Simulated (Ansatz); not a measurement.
Ideal-gas functions of CH5AlS, SMILES `[CH3][AlH][SH]` at 298.15 K and 1 bar, from an Ansatz frequency run at PBE0-D4/def2-TZVP.

Molar mass 76.1 g/mol, point group Cs (symmetry number 1), electronic degeneracy 1, moments of inertia 26.805, 152.231, 175.929 u Å². Harmonic wavenumbers (cm⁻¹, unscaled): 55, 152, 279, 435, 468, 532, 642, 662, 698, 754, 1222, 1439, 1440, 1929, 2715, 3038, 3111, 3135.

Use S(trans) = R[1.5 ln M + 2.5 ln T − 1.1517]; rotational temperatures θ = 24.2544 K / I; S(rot) = R[ln(√π/σ · √(T³/θAθBθC)) + 1.5]; for each mode x = 1.438777 ν̃/T, S = R[x/(eˣ − 1) − ln(1 − e⁻ˣ)] and H = RT x/(eˣ − 1); 1 cm⁻¹ = 0.0119627 kJ/mol; R = 8.31446 J/(mol·K).

Question: By hand: the entropy, in J/(mol·K).

Answer: Translation 162.9. Rotation: θ = 0.9048, 0.1593, 0.1379 K, giving 104.6. Vibration, mode by mode: 19.37, 11.08, 6.44, 3.52, 3.11, 2.44, 1.60, 1.48, 1.29, 1.04, 0.16, 0.06, 0.06, 0.01, 0.00, 0.00, 0.00, 0.00, in all 51.7. Electronic 0.0. Sum 319.2 J/(mol·K).

Question: By hand: H − E and G − E in kJ/mol, counted from the electronic energy.

Answer: Zero-point energy ½ × 22706 × 0.0119627 = 135.8; thermal vibration 8.2; translation, rotation and pV give 4 RT = 9.9. H − E = 153.9 kJ/mol, and G − E = 153.9 − 298.15 × 319.2/1000 = 58.7 kJ/mol.

Vibration gives 16 % of the entropy, 19.4 J/(mol·K) of it from the mode under 150 cm⁻¹: soft modes count most, and the harmonic formula is weakest for them. The sum counts one conformer and one mirror image; others add a mixing term.
